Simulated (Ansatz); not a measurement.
# LiPH2 (triplet): B3LYP, BHLYP over a scan of the distance P1–H4, 6-31G

How well do these functionals follow the top wave-function level for LiPH2 (triplet) over a scan of the distance P1–H4?

Computed with Ansatz 0.2.0, Gaussian basis. Level: 6-31G, all electrons in the functionals.

Plan: B3LYP, BHLYP, at 1.110 Å; 1.308 Å; 1.420 Å; 1.525 Å; 1.727 Å; 2.000 Å; 2.235 Å; 2.578 Å; 3.055 Å; 3.798 Å; 4.883 Å.

44 further runs of the same task are left out: 23 for a known fault of the program, 18 that didn't finish, 3 set aside as unsound or not needed.

### Step 1. The system

The geometry derives from a PBE0/def2-TZVP stationary point (not a proven minimum). One bond is set to the value named and the two fragments are kept rigid.

4 atoms, charge 0, spin multiplicity 3.

Atoms are counted from 1 here; the program's logs count them from 0.

Bond lengths: P1–H3 1.430 Å, P1–H4 1.420 Å. Angles: H3–P1–H4 93.2°.

No dispersion term is added. B3LYP takes the VWN-RPA correlation.

The geometry shown and the zero of energy belong to the point 1.420 Å. The yardstick, FCI, and other wave-function levels (R restricted, U unrestricted, valence and pair active spaces) come from earlier runs.

### Step 2. B3LYP, 1.110 Å

Input file in.yaml:

```yaml
crystal:
  periodic: [false, false, false]
  atoms:
    - {symbol: P, position_ang: [0.000000, 0.019799, 0.491149]}
    - {symbol: Li, position_ang: [0.000000, -0.008630, -2.575255]}
    - {symbol: H, position_ang: [0.000000, 0.496780, 1.839075]}
    - {symbol: H, position_ang: [0.000000, -1.045770, 0.802055]}
basis:
  gaussian: {orbitals: 6-31G}
magnetization: {spin_polarized: true, initial_magnetization: 2}
hamiltonian: {xc: {name: B3LYP}}
```

Run with:

```
> ansatz run in.yaml --threads 1 --pin off --events-out ev --progress --plain --max-ram 2393MiB
```

After this run come: B3LYP, 1.308 Å; B3LYP, 1.420 Å; B3LYP, 1.525 Å; B3LYP, 1.727 Å; B3LYP, 2.000 Å; B3LYP, 2.235 Å; B3LYP, 2.578 Å; B3LYP, 3.055 Å; B3LYP, 3.798 Å; B3LYP, 4.883 Å; BHLYP, 1.110 Å; BHLYP, 1.308 Å; BHLYP, 1.420 Å; BHLYP, 1.525 Å; BHLYP, 1.727 Å; BHLYP, 2.000 Å; BHLYP, 2.235 Å; BHLYP, 2.578 Å; BHLYP, 3.055 Å; BHLYP, 3.798 Å; BHLYP, 4.883 Å.

Q: Predict the results of all the runs planned. Wanted: span of the FCI curve; largest miss, B3LYP; largest miss, BHLYP.

As calculated:

| quantity | value |
| --- | --- |
| span of the FCI curve | 55.5 kcal/mol |
| largest miss, B3LYP | +3.5 kcal/mol (2.000 Å) |
| largest miss, BHLYP | +10.5 kcal/mol (2.235 Å) |

Of the functionals, B3LYP keep the smallest largest miss at the points compared (at most 3.5 kcal/mol) and BHLYP strays most (10.5 kcal/mol, at 2.235 Å). B3LYP, BHLYP clearly break the spin symmetry at some points (⟨S²⟩ up to 0.34 above the pure value), so energy there is bought with a mixed spin. Functionals and the yardstick converge differently with the basis, so part of each miss in 6-31G is the basis.
